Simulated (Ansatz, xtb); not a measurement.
**C5H9Cl: which of two isomers lies lower**

We compare I, `C[C@H]1C[C@@H](Cl)C1`, a singlet, with II, `C[C@@H]1CC[C@H]1Cl`, a singlet. Both are isolated molecules in the gas phase, relaxed with PBE0-D3(BJ)/def2-SVP.

I (Å):

| atom | x (Å) | y (Å) | z (Å) |
| --- | --- | --- | --- |
| C | -2.5314 | 0.4110 | 0.8052 |
| C | -1.3011 | -0.3756 | 0.4118 |
| C | -0.6896 | -0.1596 | -0.9913 |
| C | 0.6883 | -0.3128 | -0.3452 |
| C | 0.0669 | 0.0218 | 1.0118 |
| Cl | 2.0159 | 0.7187 | -0.9399 |
| H | -2.3750 | 1.4904 | 0.6484 |
| H | -2.7808 | 0.2582 | 1.8671 |
| H | -3.4068 | 0.1081 | 0.2094 |
| H | -1.4760 | -1.4524 | 0.5753 |
| H | -0.8387 | 0.8784 | -1.3271 |
| H | -0.9574 | -0.8458 | -1.8079 |
| H | 1.0546 | -1.3478 | -0.3898 |
| H | 0.4421 | -0.5102 | 1.8981 |
| H | 0.1134 | 1.1067 | 1.1942 |

II (Å):

| atom | x (Å) | y (Å) | z (Å) |
| --- | --- | --- | --- |
| C | 0.4436 | -1.1163 | 1.0362 |
| C | -0.4672 | 0.0360 | 0.6888 |
| C | -1.9925 | -0.1654 | 0.5394 |
| C | -1.9782 | 0.8685 | -0.6044 |
| C | -0.4849 | 0.5729 | -0.7473 |
| Cl | 0.6246 | 1.9057 | -1.1604 |
| H | 1.4996 | -0.8208 | 0.9358 |
| H | 0.2856 | -1.4545 | 2.0720 |
| H | 0.2671 | -1.9767 | 0.3707 |
| H | -0.2864 | 0.8899 | 1.3630 |
| H | -2.6225 | 0.0469 | 1.4151 |
| H | -2.2282 | -1.1775 | 0.1737 |
| H | -2.1324 | 1.8899 | -0.2267 |
| H | -2.6186 | 0.7072 | -1.4830 |
| H | -0.2949 | -0.2296 | -1.4757 |

Task: Estimate which is lower in electronic energy at CCSD(T)/def2-SVP + ΔMP2/def2-TZVPP, and by roughly how much.

Result: CCSD(T)/def2-SVP + ΔMP2/def2-TZVPP gives E(II) − E(I) = −0.027 eV, slightly favouring structure II, which is too small a margin to settle the true order.

The same difference at several levels:

| level | geometry | E(II) − E(I) (eV) | departure from the last row (eV) | job, with rough time for the two |
| --- | --- | --- | --- | --- |
| GFN2-xTB | GFN2-xTB | −0.006 | +0.021 | optimisation, 0.2 s |
| HF/STO-3G | GFN2-xTB | −0.011 | +0.016 | single point, 0.52 s |
| r2SCAN-D4/def2-SVP | GFN2-xTB | −0.024 | +0.003 | single point, 8.4 s |
| PBE0-D3(BJ)/def2-SVP | PBE0-D3(BJ)/def2-SVP | −0.032 | −0.005 | optimisation, 75 s |
| HF/def2-SVP | PBE0-D3(BJ)/def2-SVP | −0.023 | +0.004 | part of the CCSD(T) run |
| MP2/def2-SVP | PBE0-D3(BJ)/def2-SVP | −0.038 | −0.011 | part of the CCSD(T) run |
| CCSD(T)/def2-SVP | PBE0-D3(BJ)/def2-SVP | −0.033 | −0.006 | single point |
| CCSD(T)/def2-SVP + ΔMP2/def2-TZVPP | PBE0-D3(BJ)/def2-SVP | −0.027 |  | single point, 1.9 min |

As drawn, both hold the same kinds of bond in the same numbers.

The largest departure from CCSD(T)/def2-SVP + ΔMP2/def2-TZVPP is that of GFN2-xTB, 0.021 eV. The last row adds to CCSD(T) the change of the MP2 difference between the two basis sets, here +0.006 eV.

With thermal terms from frequencies at re-optimised GFN2-xTB minima (ideal gas, soft modes damped towards free rotors, one conformer each, 298.15 K, 1 atm): on the last row, ΔE + ΔZPE = −0.027, ΔH = −0.026, ΔG = −0.029 eV.

The correlated steps freeze 10 core orbitals. Programs: Ansatz 0.2.0, xtb 6.7.1; the last row on 2 threads of Arm Neoverse V1 on a shared host.
